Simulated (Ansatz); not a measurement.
A made-up structure of SiH2OF (charge -1), closed shell:

```tsv
atom	x (Å)	y (Å)	z (Å)
O1	-0.8403	-0.5725	0.2473
Si2	0.2246	0.1668	0.8535
F3	-0.1303	1.5434	-0.2028
H4	-0.7002	-0.6579	-0.7660
H5	1.4463	-0.4798	-0.1320
```

It is relaxed with PBE-D4/def2-SVPD and then PBE0-D4/def2-TZVPD (Ansatz 0.2.0). Atoms count as bonded within 1.22 times the sum of their covalent radii (H–H: 0.88 Å). The end point is not checked to be a true minimum.

**Question.** Does its bonding change? (A judgement: the text doesn't fix the answer.)

**Answer.** By the calculation: No: no bond forms or breaks.

Where it ends: The first stage lowers the energy by 2.35 eV in 11 steps. It ends as SiH₂OF ([OH][SiH][F]), total charge -1:
```json
{"atom": "O1", "x (Å)": "-0.9758", "y (Å)": "-0.7237", "z (Å)": "0.1768"}
{"atom": "Si2", "x (Å)": "0.3050", "y (Å)": "0.2489", "z (Å)": "0.8158"}
{"atom": "F3", "x (Å)": "0.0969", "y (Å)": "1.6436", "z (Å)": "-0.1287"}
{"atom": "H4", "x (Å)": "-0.8858", "y (Å)": "-0.8422", "z (Å)": "-0.7720"}
{"atom": "H5", "x (Å)": "1.4597", "y (Å)": "-0.3266", "z (Å)": "-0.0919"}
```

Labels in which every atom is bracketed show which atoms are joined, not bond orders.

For scale, one of the runs: PBE0-D4/def2-TZVPD relaxation, 141 basis functions, launched by `ansatz run in.yaml --threads 2 --pin off --events-out ev --progress --plain --max-ram 4352MiB`. The run took about 19 s on 2 CPU threads of an Arm Neoverse V1 (shared host).
